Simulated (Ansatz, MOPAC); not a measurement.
Reaction (SMILES): C1CCC1 + 4 [H][H] (H2) → 4 C (CH4)

Wanted: energy of full hydrogenation (enthalpy at 298 K), in kcal/mol. Terms: dispersion terms only where a functional's name holds one; spin-orbit terms left out; non-relativistic. First-principles rows: single points at B3LYP-D3(BJ) geometries (Ansatz, a program for electronic structure), with unscaled harmonic terms from B3LYP/6-31G* at its own minima. Semi-empirical rows: MOPAC heats of formation at their own minima for 298 K.

```json
[
 {"species": "C1CCC1", "coefficient": "-1", "E at B3LYP/STO-3G (Ansatz), Eh": "-155.34590", "E at wB97M-V/def2-TZVPD (Ansatz), Eh": "-157.17262", "H(298 K) - E, kcal/mol": "73.07", "heat of formation at PM3 (MOPAC), kcal/mol": "-3.84"},
 {"species": "[H][H] (H2)", "coefficient": "-4", "E at B3LYP/STO-3G (Ansatz), Eh": "-1.16533", "E at wB97M-V/def2-TZVPD (Ansatz), Eh": "-1.16077", "H(298 K) - E, kcal/mol": "8.44", "heat of formation at PM3 (MOPAC), kcal/mol": "-13.39"},
 {"species": "C (CH4)", "coefficient": "+4", "E at B3LYP/STO-3G (Ansatz), Eh": "-40.03875", "E at wB97M-V/def2-TZVPD (Ansatz), Eh": "-40.49098", "H(298 K) - E, kcal/mol": "30.76", "heat of formation at PM3 (MOPAC), kcal/mol": "-13.03"}
]
```

Measured values: Active Thermochemical Tables 1.112 (ions: stationary electron), as tabulated in the package chemicals; G2/97 table in ASE (Curtiss et al.); they hold spin-orbit and core effects, anharmonicity.  Value to compare with, the measured value: -78.1 kcal/mol. 1 Eh = 627.5095 kcal/mol.

Q: Work the quantity out at each level, and compare with the measured value.

A: 
- B3LYP/STO-3G: the sum of coefficient times E is -0.14778 Eh, or -92.73 kcal/mol; the thermal terms add 16.21. Result: -76.5 kcal/mol. Its error against the measured value is 1.6 kcal/mol.
- wB97M-V/def2-TZVPD: the sum of coefficient times E is -0.14822 Eh, or -93.01 kcal/mol; the thermal terms add 16.21. Result: -76.8 kcal/mol. Its error against the measured value is 1.3 kcal/mol.
- PM3: the sum of coefficient times heat of formation is 5.28 kcal/mol; it needs no thermal term. Its error against the measured value is 83.4 kcal/mol.
